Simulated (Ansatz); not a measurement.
**SVWN5/def2-SVPD run of CHCl2F (dichlorofluoromethane)**

Aim: the energy change on altering one bond length of CHCl2F (dichlorofluoromethane) at SVWN5/def2-SVPD, from 2 runs. 

The results are computed with Ansatz 0.2.0.

78 further runs of the same task are left out: 78 set aside as unsound or not needed.

### Step 1. The system as given

The species is CHCl2F (5 atoms), meant as a singlet with charge 0. As SMILES, `FC(Cl)Cl`. Geometry: relaxed at PBE0-D4/def2-TZVP.

Bond lengths: F1–C2 1.340 Å, C2–Cl3 1.759 Å, C2–Cl4 1.759 Å, C2–H5 1.088 Å. Angles: F1–C2–Cl3 109.4°, F1–C2–Cl4 109.4°, Cl3–C2–Cl4 111.6°, F1–C2–H5 109.7°, Cl3–C2–H5 108.4°, Cl4–C2–H5 108.4°.

### Step 2. A single-point energy at SVWN5/def2-SVPD

Input file run.yaml:

```yaml
crystal:
  periodic: [false, false, false]
  atoms:
    - symbol: F
      position_ang: [-0.590600, 0.132500, 1.230400]
    - symbol: C
      position_ang: [0.006400, 0.099400, 0.030700]
    - symbol: Cl
      position_ang: [1.459900, -0.886800, 0.126900]
    - symbol: Cl
      position_ang: [-1.120400, -0.525200, -1.167100]
    - symbol: H
      position_ang: [0.294600, 1.106400, -0.262500]
basis:
  gaussian:
    orbitals: def2-SVPD
hamiltonian:
  xc: {name: SVWN5}
accuracy: high
output: {orbitals: {seedname: orbitals}}
```

Started as:

```sh
ansatz run run.yaml --threads 1 --pin off --max-ram 3480MiB --events-out events.jsonl --progress --plain --runs-dir runs
```

What it wrote:

```text
Warning: RAYON_NUM_THREADS=1 ignored (pool sized by the plan → 1); use --threads N
Functional definition: SVWN5
  name "SVWN5"
  exchange = slater_x
  correlation = vwn5_c
2035 factors; integrals over basis functions are off by at most 3.6e-9 eV
mean field evaluation 1: about -28696.6804 eV, gradient 2.4e1 eV
mean field evaluation 2: about -28694.6405 eV, gradient 4.1e1 eV
mean field evaluation 4: about -28697.8300 eV, gradient 1.3e0 eV
mean field evaluation 8: about -28697.8312 eV, gradient 3.0e-2 eV
mean field evaluation 16: about -28697.8313 eV, gradient 3.1e-6 eV
mean field -28697.83125213 eV, -1054.6258464273 hartree, gradient 8.8e-8 eV, S^2 0.000000; 0 other end points of the search recorded, 0 dependent functions left out
reference -28697.83125554 eV, -1054.6258465525 hartree; 25, 25 occupied and 80, 80 virtual orbitals, 2035 factors
Total energy: -28697.83125554 eV, -1054.6258465525 hartree
```

It took 3.9 s on 1 thread of Arm Neoverse V2, shared host; peak memory 0.26 GiB.

### Step 3. The distorted shape

Input file molecule.yaml:

```yaml
crystal:
  periodic: [false, false, false]
  atoms:
    - {symbol: F, position_ang: [-0.889116, 0.149051, 1.830283]}
    - {symbol: C, position_ang: [0.006400, 0.099400, 0.030700]}
    - {symbol: Cl, position_ang: [1.459900, -0.886800, 0.126900]}
    - {symbol: Cl, position_ang: [-1.120400, -0.525200, -1.167100]}
    - {symbol: H, position_ang: [0.294600, 1.106400, -0.262500]}
basis:
  gaussian:
    orbitals: def2-SVPD
output: {orbitals: {seedname: orbitals}}
accuracy: high
hamiltonian:
  xc: {name: SVWN5}
```

Started as:

```sh
ansatz run molecule.yaml --threads 1 --pin off --max-ram 3480MiB --events-out events.jsonl --progress --plain --runs-dir runs
```

What it wrote:

```text
Warning: RAYON_NUM_THREADS=1 ignored (pool sized by the plan → 1); use --threads N
[... 4 set-up lines as earlier in the session ...]
2050 factors; integrals over basis functions are off by at most 3.1e-9 eV
mean field evaluation 1: about -28691.2095 eV, gradient 4.3e1 eV
mean field evaluation 2: about -28429.6062 eV, gradient 2.3e2 eV
mean field evaluation 4: about -28693.0621 eV, gradient 3.0e1 eV
mean field evaluation 8: about -28695.2385 eV, gradient 8.5e-1 eV
mean field evaluation 16: about -28695.2381 eV, gradient 7.5e-5 eV
mean field -28695.23814162 eV, -1054.5305513736 hartree, gradient 4.4e-8 eV, S^2 0.000000; 0 other end points of the search recorded, 0 dependent functions left out
reference -28695.23814513 eV, -1054.5305515025 hartree; 25, 25 occupied and 80, 80 virtual orbitals, 2050 factors
Total energy: -28695.23814513 eV, -1054.5305515025 hartree
```

Wall time 3.9 s (1 thread of Arm Neoverse V2, shared host); peak memory 0.26 GiB.

### Step 4. Results

At SVWN5/def2-SVPD:

```
                                                         quantity           value
                                        first shape: total energy  -1054.62585 Eh
                                         first shape: HOMO energy        -7.96 eV
                                         first shape: LUMO energy        -1.72 eV
                                       first shape: HOMO–LUMO gap         6.24 eV
                                    distorted shape: total energy  -1054.53055 Eh
                                     distorted shape: HOMO energy        -7.98 eV
                                     distorted shape: LUMO energy        -5.06 eV
                                   distorted shape: HOMO–LUMO gap         2.92 eV
energy change with the F1–C2 bond stretched from 1.340 to 2.011 Å        2.593 eV
```

**Reading.** One bond (distorted shape) is far stretched, which a spin-restricted single reference describes badly; a broken-symmetry solution may lie lower. With the F1–C2 bond stretched from 1.340 to 2.011 Å the energy rises by 2.59 eV (250 kJ/mol). The first shape isn't relaxed at this level, so the change isn't measured from a minimum. A restricted reference can't describe the breaking bond well at this length.
